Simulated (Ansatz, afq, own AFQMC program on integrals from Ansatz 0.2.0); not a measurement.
**HO, doublet → HO⁺, triplet, worked out**

```json
{"atom": "O", "x (Å)": "0.0000", "y (Å)": "0.0000", "z (Å)": "0.0000"}
{"atom": "H", "x (Å)": "0.0000", "y (Å)": "0.0000", "z (Å)": "0.9731"}
```

Both states at this geometry.

Basis cc-pVDZ. Noble-gas cores (and the filled d shells of Ga–Kr and In–Xe) are frozen. Integrals, coupled cluster, full CI and functionals: Ansatz 0.2.0; the random walks run on the same integrals in our own AFQMC program. ph-AFQMC/CISD is guided by a CISD state made of CCSD amplitudes; releasing the constraint for a short imaginary time cuts its bias at the price of noise, slowly where states lie close. Uncertainties: one standard error, sampling alone.

Total energies in eV. CBS is CCSD(T) at the limit of def2-TZVPP/QZVPP (extrapolated itself); the highest rung of each member is named.

Cautions: HO (doublet): full CI with its own frozen core; HO⁺ (triplet): lower spins were not checked, full CI with its own frozen core; this needn't be the first ionization.

| member | count | CCSD(T)/cc-pVDZ | highest rung in cc-pVDZ | which | CCSD(T)/CBS |
| --- | --- | --- | --- | --- | --- |
| HO⁺, triplet | +1 | -2043.7783 | -2043.7830 | FCI | -2046.1501 |
| HO, doublet | -1 | -2056.0738 | -2056.0855 | FCI | -2059.2497 |

Question: Work out the best estimate of the vertical ionization energy: the CCSD(T)/CBS difference plus the step from CCSD(T) to the highest rung.

Answer: Sums with the counts: CCSD(T)/CBS 13.0996 eV, highest rung 12.3025 eV, CCSD(T)/cc-pVDZ 12.2955 eV. The step is 12.3025 − 12.2955 = 0.0070 eV, so the best estimate is 13.0996 + (0.0070) = 13.1066 eV = 302.2 kcal/mol. The basis set is worth 0.804 eV of it. Zero-point, core-correlation and spin–orbit terms aren't in it.

Best estimates are given only where the step beyond CCSD(T) is under 0.3 eV and no member's determinant is very poor (T1 over 0.05, or 0.07 for open shells, ⟨S²⟩ too high by 0.3, two states mixed), so the hardest cases are missing from such tables.

Each member of a difference takes its own highest rung, so a best estimate needn't equal the limit plus the step of one row.
